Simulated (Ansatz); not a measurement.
Geometry optimisation, RKS B3LYP-D4/def2-SVP (Ansatz 0.2.0).

Input:

```yaml
crystal:
  periodic: [false, false, false]
  atoms:
    - { symbol: B, position_ang: [0.0, 0.0, 0.0] }
    - { symbol: F, position_ang: [0.0, 0.0, 1.67] }
    - { symbol: H, position_ang: [1.0305, 0.0, -0.595] }
    - { symbol: H, position_ang: [-1.0305, 0.0, -0.595] }
    - { symbol: Si, position_ang: [0.094, -2.1331, 0.7095] }
    - { symbol: H, position_ang: [-0.6959, -2.9783, -0.1812] }
    - { symbol: H, position_ang: [1.4817, -2.5871, 0.7061] }
    - { symbol: H, position_ang: [-0.4425, -2.2202, 2.0645] }
    - { symbol: H, position_ang: [0.047, -1.0657, 1.6785] }
basis:
  gaussian: { orbitals: def2-SVP }
hamiltonian:
  xc: b3lyp
  dispersion: d4
relax:
  f_tol: 0.15
  max_steps: 25
  restrain:
    - { distance: [0, 4], at: 3.15, k: 30.0 }
    - { distance: [8, 1], at: 2.12, k: 30.0 }
    - { distance: [0, 1], at: 1.32, k: 30.0 }
    - { distance: [8, 4], at: 1.46, k: 30.0 }
```

Run as:

```bash
$ ansatz run input.yaml --threads 1 --pin off --max-ram 2048MiB --backend cpu --events-out ev --progress --plain --runs-dir out
```

Q: Where does it end, and by what steps?

A: It converged. The restraints hold the end off the free minimum. After 8 steps the energy has fallen by 4.819 eV (the restraints' own energy left out); F2 moved furthest, 1.13 Å.

```json
{"step": "0", "energy less start (eV)": "0.0000", "largest force component (eV/Å)": "6.636", "accepted": "yes"}
{"step": "1", "energy less start (eV)": "-0.2979", "largest force component (eV/Å)": "3.398", "accepted": "yes"}
{"step": "2", "energy less start (eV)": "-0.8360", "largest force component (eV/Å)": "2.586", "accepted": "yes"}
{"step": "3", "energy less start (eV)": "-1.4472", "largest force component (eV/Å)": "2.439", "accepted": "yes"}
{"step": "4", "energy less start (eV)": "-2.7155", "largest force component (eV/Å)": "2.268", "accepted": "yes"}
{"step": "5", "energy less start (eV)": "-3.6251", "largest force component (eV/Å)": "1.926", "accepted": "yes"}
{"step": "6", "energy less start (eV)": "-4.3332", "largest force component (eV/Å)": "1.228", "accepted": "yes"}
{"step": "7", "energy less start (eV)": "-4.7335", "largest force component (eV/Å)": "0.470", "accepted": "yes"}
{"step": "8", "energy less start (eV)": "-4.8191", "largest force component (eV/Å)": "0.573", "accepted": "yes"}
```

```xyz
9
Properties=species:S:1:pos:R:3
B -0.012 0.408 0.023
F 0.013 1.027 1.192
H 1.036 0.238 -0.554
H -1.083 0.172 -0.480
Si 0.105 -2.574 1.046
H -0.693 -3.016 -0.131
H 1.528 -2.962 0.859
H -0.446 -3.170 2.300
H 0.036 -1.109 1.203
```

Time of the run: 40 s on 1 thread of Arm Neoverse N1 (shared host), peak memory 0.16 GiB.
